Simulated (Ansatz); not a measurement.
**BSiH4 (SMILES [BH][SiH3]) at 6 levels**

We compute a comparison of 6 runs (U-r2SCAN0/STO-3G, U-revPBE/STO-3G, U-wB97X/STO-3G, UB3LYP/STO-3G, UCCSD/STO-3G, UCCSD(T)/STO-3G) of BSiH4. 

Program for the calculation: Ansatz 0.2.0.

54 further runs of the same task are left out: 1 that didn't finish, 53 set aside as unsound or not needed.

## (1) The system as given

BSiH4: 6 atoms, total charge 0, spin state doublet. As SMILES, `[BH][SiH3]`. The H3–B1 distance was set to 2.315 Å, away from the relaxed value. At this shape a bond of the SMILES string is far longer than usual.

Bond lengths: B1–Si2 1.908 Å, Si2–H4 1.483 Å, Si2–H5 1.476 Å, Si2–H6 1.476 Å. Angles: B1–Si2–H4 119.8°, B1–Si2–H5 111.1°, B1–Si2–H6 111.7°, H4–Si2–H5 103.5°, H4–Si2–H6 103.4°, H5–Si2–H6 106.3°.

## (2) A single-point energy at U-r2SCAN0/STO-3G (run 1)

run.yaml

```yaml
crystal:
  periodic: [false, false, false]
  atoms:
    - {symbol: B, position_ang: [0.670137, 0.261070, 0.373268]}
    - {symbol: Si, position_ang: [-0.537093, 1.469550, -0.476462]}
    - {symbol: H, position_ang: [1.206890, -1.921260, 0.929580]}
    - {symbol: H, position_ang: [-1.779843, 0.952730, -1.098342]}
    - {symbol: H, position_ang: [0.124317, 2.193870, -1.579012]}
    - {symbol: H, position_ang: [-1.026273, 2.499780, 0.460208]}
basis:
  gaussian: {orbitals: STO-3G}
magnetization: {spin_polarized: true, initial_magnetization: 1}
hamiltonian: {xc: {name: r2SCAN0}}
accuracy: high
```

Command:

```bash
ansatz run run.yaml --threads 1 --pin off --max-ram 2610MiB --events-out events.jsonl --progress --plain --runs-dir runs
```

The log of the run:

```text
Warning: RAYON_NUM_THREADS=1 ignored (pool sized by the plan → 1); use --threads N
Functional definition: r2SCAN0
  name "r2SCAN0"
  parameter a = 0.25
  parameter k0 = 0.174
  parameter k1 = 0.065
  parameter a1 = 4.9479
  exchange = (1 - a)*r2scan_x(k0 = k0, k1 = k1, a1 = a1) + a*exact_x
  correlation = r2scan_c
310 factors; integrals over basis functions are off by at most 2.9e-8 eV
mean field evaluation 1: about -8504.5759 eV, gradient 1.5e1 eV
mean field evaluation 2: about -8498.7159 eV, gradient 2.0e1 eV
mean field evaluation 4: about -8508.7214 eV, gradient 2.3e0 eV
mean field evaluation 8: about -8508.7719 eV, gradient 5.5e-1 eV
mean field evaluation 16: about -8509.3558 eV, gradient 8.0e-4 eV
mean field evaluation 32: about -8509.2921 eV, gradient 7.7e-1 eV
mean field -8509.35577037 eV, -312.7130567125 hartree, gradient 2.2e-8 eV, S^2 1.216979; 4 other end points of the search recorded, 0 dependent functions left out
reference -8509.35577122 eV, -312.7130567438 hartree; 12, 11 occupied and 6, 7 virtual orbitals, 310 factors
Total energy: -8509.35577122 eV, -312.7130567438 hartree
```

Run time: 15 s. Hardware: 1 thread of Intel Xeon Platinum 8259CL at 2.50GHz (Skylake/Cascade Lake), shared host; peak memory 0.24 GiB.

## (3) A single-point energy at U-revPBE/STO-3G (run 2)

run.yaml

```yaml
crystal:
  periodic: [false, false, false]
  atoms:
    - symbol: B
      position_ang: [0.670137, 0.261070, 0.373268]
    - symbol: Si
      position_ang: [-0.537093, 1.469550, -0.476462]
    - symbol: H
      position_ang: [1.206890, -1.921260, 0.929580]
    - symbol: H
      position_ang: [-1.779843, 0.952730, -1.098342]
    - symbol: H
      position_ang: [0.124317, 2.193870, -1.579012]
    - symbol: H
      position_ang: [-1.026273, 2.499780, 0.460208]
basis:
  gaussian:
    orbitals: STO-3G
magnetization:
  spin_polarized: true
  initial_magnetization: 1
hamiltonian:
  xc: {name: revPBE}
accuracy: high
```

Command:

```bash
ansatz run run.yaml --threads 1 --pin off --max-ram 2610MiB --events-out events.jsonl --progress --plain --runs-dir runs
```

The log of the run:

```text
Warning: RAYON_NUM_THREADS=1 ignored (pool sized by the plan → 1); use --threads N
Functional definition: revPBE
  name "revPBE"
  parameter kappa = 1.245
  parameter beta = 0.06672455060314922
  exchange = pbe_x(kappa = kappa, mu = beta*pi^2/3)
  correlation = pbe_c(beta = beta)
310 factors; integrals over basis functions are off by at most 2.9e-8 eV
mean field evaluation 1: about -8504.3807 eV, gradient 1.8e1 eV
mean field evaluation 2: about -8493.4723 eV, gradient 2.3e1 eV
mean field evaluation 4: about -8508.5571 eV, gradient 4.4e0 eV
mean field evaluation 8: about -8508.5570 eV, gradient 4.4e0 eV
mean field evaluation 16: about -8508.7448 eV, gradient 1.6e-5 eV
mean field evaluation 32: about -8508.7408 eV, gradient 3.8e-1 eV
mean field -8508.74479212 eV, -312.6906036760 hartree, gradient 1.5e-8 eV, S^2 0.935279; 5 other end points of the search recorded, 0 dependent functions left out
reference -8508.74479477 eV, -312.6906037734 hartree; 12, 11 occupied and 6, 7 virtual orbitals, 310 factors
Total energy: -8508.74479477 eV, -312.6906037734 hartree
```

It took 3.6 s on 1 thread of Intel Xeon Platinum 8259CL at 2.50GHz (Skylake/Cascade Lake), shared host; peak memory 0.15 GiB.

Runs 3 to 5 aren't shown in full; the table further down has their settings and results.

## (4) The energy at UCCSD(T)/STO-3G (run 6)

molecule.yaml

```yaml
crystal:
  periodic: [false, false, false]
  atoms:
    - symbol: B
      position_ang: [0.670137, 0.261070, 0.373268]
    - symbol: Si
      position_ang: [-0.537093, 1.469550, -0.476462]
    - symbol: H
      position_ang: [1.206890, -1.921260, 0.929580]
    - symbol: H
      position_ang: [-1.779843, 0.952730, -1.098342]
    - symbol: H
      position_ang: [0.124317, 2.193870, -1.579012]
    - symbol: H
      position_ang: [-1.026273, 2.499780, 0.460208]
basis:
  gaussian: {orbitals: STO-3G}
magnetization: {spin_polarized: true, initial_magnetization: 1}
correlation: {method: ccsd_t, frozen_orbitals: {B: 1, H: 0, Si: 5}}
accuracy: high
scf: {omitted_lower_state_checks: [cluster_reference, increment]}
```

Command:

```bash
ansatz run molecule.yaml --threads 1 --pin off --max-ram 2610MiB --events-out events.jsonl --progress --plain --runs-dir runs
```

The log of the run:

```text
Warning: RAYON_NUM_THREADS=1 ignored (pool sized by the plan → 1); use --threads N
[... 15 lines left out ...]
6 core orbitals not correlated: weight in the atoms' cores, before any rotation towards them, 0.999 or more for the frozen orbitals, at most 0.000 for the correlated occupied ones
[... 66 lines left out ...]
Total energy: -8492.99265813 eV, -312.1117234293 hartree
Checks for a lower state left out: cluster_reference, increment
```

Run time: 0.65 s. Hardware: 1 thread of Intel Xeon Platinum 8259CL at 2.50GHz (Skylake/Cascade Lake), shared host.

## (5) The series

```tsv
run	level	frozen core orbitals	energy (Eh)	⟨S²⟩	wall time
1	U-r2SCAN0/STO-3G	–	-312.713057	1.217	15 s
2	U-revPBE/STO-3G	–	-312.690604	0.935	3.6 s
3	U-wB97X/STO-3G	–	-312.726894	1.115	17 s
4	UB3LYP/STO-3G	–	-312.764790	1.058	7.2 s
5	UCCSD/STO-3G	6	-312.109431	1.614	1 s
6	UCCSD(T)/STO-3G	6	-312.111723	1.614	0.65 s
```

## (6) Summary of results

```
                                          quantity          value
                               run 6: total energy  -312.11172 Eh
run 6: correlation energy (6 core orbitals frozen)      -95.7 mEh
                             run 6: (T) correction      -2.29 mEh
          run 6: ⟨S²⟩ of the reference determinant          1.614
                              run 6: T1 diagnostic          0.068
```

What this shows: Totals of different functionals can't be ranked against each other. In runs 1, 2, 3, 4, 5, 6 the basis is minimal, so the values are rough. Spin contamination of the reference: run 5 ⟨S²⟩ = 1.61, run 6 ⟨S²⟩ = 1.61, run 1 ⟨S²⟩ = 1.22, run 3 ⟨S²⟩ = 1.12, run 4 ⟨S²⟩ = 1.06, run 2 ⟨S²⟩ = 0.94. Where it is this large, the reference is a mixture of spin states, and values that rest on it are in doubt. All runs together took 44 s, the longest 17 s.
